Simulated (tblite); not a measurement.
C₄H₉NS (charge +1 and doublet state).
Geometry (GFN2-xTB, Å), atoms numbered from 1 in this order:
```
atom  x, y, z in Å
C1     2.2235   -0.5947   -0.0094
C2     1.1994    0.2014   -0.7918
N3    -0.1491   -0.2201   -0.4747
C4    -1.1289    0.6044   -0.2073
C5    -2.4964    0.0988    0.0739
S6    -0.8795    2.2702   -0.1811
H7     3.2229   -0.2454   -0.2530
H8     2.1732   -1.6521   -0.2650
H9     2.0669   -0.4894    1.0613
H10    1.2633    1.2752   -0.5508
H11    1.3714    0.0903   -1.8684
H12   -0.3173   -1.2224   -0.4701
H13   -2.4655   -0.7406    0.7687
H14   -2.9604   -0.2467   -0.8523
H15   -3.1279    0.8792    0.4923
```

Calculated harmonic vibrations of the isolated species, GFN2-xTB (tblite), most abundant isotopes, no scaling. Against measured fundamentals such values can be off by several per cent, at times by over 20. One conformer, not necessarily the lowest. Open shells enter through the occupations alone, without spin polarisation, and single modes of such species can be off by tens of per cent.

Harmonic wavenumbers (cm⁻¹): 30.6, 45.5, 124.8, 156.8, 233.1, 278.5, 388.3, 464.6, 508.3, 642.6, 712.5, 809.0, 903.3, 979.8, 998.6, 1044.2, 1092.0, 1118.2, 1155.2, 1192.2, 1266.2, 1300.0, 1364.7, 1401.0, 1406.0, 1417.9, 1427.5, 1449.3, 1453.8, 1531.1, 2842.7, 2939.5, 2992.0, 3015.9, 3024.4, 3053.0, 3053.6, 3066.8, 3340.4.

A = 4627, B = 1812, C = 1385 MHz; mass 103.046 u (most abundant isotopes); point group C1, symmetry number 1; spin multiplicity 2.

**Question.** What is the zero-point energy?

**Answer.** Half the sum of the wavenumbers: 27112 cm⁻¹ = 77.52 kcal/mol.

**Question.** Give the ideal-gas entropy at 500 K and 1 bar in the rigid-rotor, harmonic-oscillator model (classical rotation).

**Answer.** Translation 42.40, rotation 29.26, vibration 38.29, spin (R ln 2) 1.38: S = 111.3 cal/(mol K).

**Question.** And Cp and H(500 K) − H(0)?

**Answer.** Cp = 42.95 cal/(mol K), of which vibrations give 35.00 (their classical limit is 39 R = 77.5); H(500 K) − H(0) = 13.13 kcal/mol without the zero-point energy, 9.15 from vibrations.

**Question.** How do the functions run with temperature in this model?

**Answer.** 
| T (K) | S (cal/(mol K)) | Cp (cal/(mol K)) | H − H(0) (kcal/mol) | G − H(0) (kcal/mol) | ln q(vib) |
| --- | --- | --- | --- | --- | --- |
| 50 | 59.0 | 12.9 | 0.52 | -2.43 | 0.89 |
| 100 | 69.1 | 16.6 | 1.26 | -5.65 | 2.12 |
| 298.15 | 92.8 | 29.4 | 5.78 | -21.89 | 6.26 |
| 373.15 | 100.0 | 34.7 | 8.18 | -29.13 | 7.69 |
| 750 | 131.2 | 54.9 | 25.46 | -72.91 | 14.55 |
| 1000 | 148.1 | 62.9 | 40.25 | -107.88 | 18.76 |

q(vib) and H(0) count from the zero-point level.

**Question.** Blend soft modes into free rotors: weight 1/[1 + (100 cm⁻¹/ν̃)⁴] for the oscillator and the rest for a rotor with moment μB/(μ + B), μ = h/(8π²ν), B = 10⁻⁴⁴ kg m². What vibrational entropy results?

**Answer.** 33.87 cal/(mol K) in place of 38.29, which changes −T·S at 500 K by +2.21 kcal/mol.

Hindered rotation and anharmonicity are outside this model. Other conformers, if any are populated, would add a mixing term that is left out. The structure is chiral; the term R ln 2 for an equal mix with its mirror image is left out.
